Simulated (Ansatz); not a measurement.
# BH3OS: up Jacob's ladder to CCSD(T)

An exercise on one series of results from a longer session: the logs are not shown, and one member is left open.

The runs use Ansatz 0.2.0, Gaussian basis; functionals in def2-TZVPP, the program's frozen cores in correlated methods.

Levels to be run: LDA (SPW92), PBE-D4, revPBE-D4, BLYP-D4, r2SCAN-D4, B97M-V, PBE0-D4, B3LYP-D4, r2SCANh-D4, r2SCAN0-D4, HSE06-D4, BHLYP-D4, CAM-B3LYP-D4, LC-ωPBE, ωB97X-V, ωB97M-V, B2PLYP, PBE-QIDH; CCSD(T)/def2-SVP; CCSD(T)/def2-TZVPP; MP2/def2-QZVPP; extrapolation to the limit; RPA on PBE.

## Structure used throughout

An earlier PBE0-D4 in a triple-zeta def2 set relaxation fixed the geometry.

SMILES `OBS`, 6 atoms, charge 0, spin multiplicity 1.

Atoms are counted from 1 here; the program's logs count them from 0.

Bond lengths: O1–B2 1.351 Å, O1–H4 0.961 Å, B2–S3 1.813 Å, B2–H5 1.193 Å, S3–H6 1.340 Å. Angles: B2–O1–H4 115.3°, O1–B2–S3 121.4°, O1–B2–H5 118.0°, S3–B2–H5 120.6°, B2–S3–H6 96.0°.

The first run:

File in.yaml:

```yaml
crystal:
  periodic: [false, false, false]
  atoms:
    - {symbol: O, position_ang: [-1.104433, -0.090357, -1.001808]}
    - {symbol: B, position_ang: [0.054637, 0.169675, -0.358106]}
    - {symbol: S, position_ang: [0.336897, -0.392492, 1.342095]}
    - {symbol: H, position_ang: [-1.753104, -0.587079, -0.495385]}
    - {symbol: H, position_ang: [0.894345, 0.783624, -0.941867]}
    - {symbol: H, position_ang: [1.571657, 0.116628, 1.455072]}
basis:
  gaussian: {orbitals: def2-TZVPP}
hamiltonian: {xc: lda}
output: {orbitals: {seedname: orbitals}}
```

Among the steps run: LDA; PBE-D4 (GGA); revPBE-D4 (GGA); BLYP-D4 (GGA); r2SCAN-D4 (meta-GGA); B97M-V (meta-GGA); PBE0-D4 (hybrid); B3LYP-D4 (hybrid); r2SCANh-D4 (hybrid); r2SCAN0-D4 (hybrid); HSE06-D4 (hybrid); BHLYP-D4 (hybrid); CAM-B3LYP-D4 (range-separated); LC-ωPBE-D4 (range-separated; the results give it without D4); ωB97X-V (range-separated); ωB97M-V (range-separated); B2PLYP (double hybrid); PBE-QIDH (double hybrid).

One table of the session follows, with a row left open; its other results are not shown here.

It belongs to the step «Frontier levels by functional». 

| functional | HOMO (eV) | gap (eV) |
| --- | --- | --- |
| LDA (SPW92) | -6.81 | 5.53 |
| PBE-D4 | -6.67 | 5.64 |
| revPBE-D4 | -6.61 | 5.69 |
| BLYP-D4 | -6.50 | 5.62 |
| r2SCAN-D4 | -6.96 | 6.28 |
| B97M-V | -7.02 | 6.35 |
| PBE0-D4 | -7.90 | 7.85 |
| B3LYP-D4 | -7.64 | 7.37 |
| r2SCANh-D4 | -7.41 | 7.07 |
| r2SCAN0-D4 | -8.09 | 8.25 |
| HSE06-D4 | -7.50 | 7.06 |
| BHLYP-D4 | -8.98 | 9.88 |
| CAM-B3LYP-D4 | -9.22 | 10.25 |
| LC-ωPBE | -10.64 | 12.85 |
| ωB97X-V | -10.26 | 12.40 |
| ωB97M-V | ? | ? |

**Question.** Estimate the row for ωB97M-V.

As computed: HOMO (eV): -10.09; gap (eV): 11.90. In the column «HOMO (eV)» it lies between ωB97X-V (-10.26) and CAM-B3LYP-D4 (-9.22).
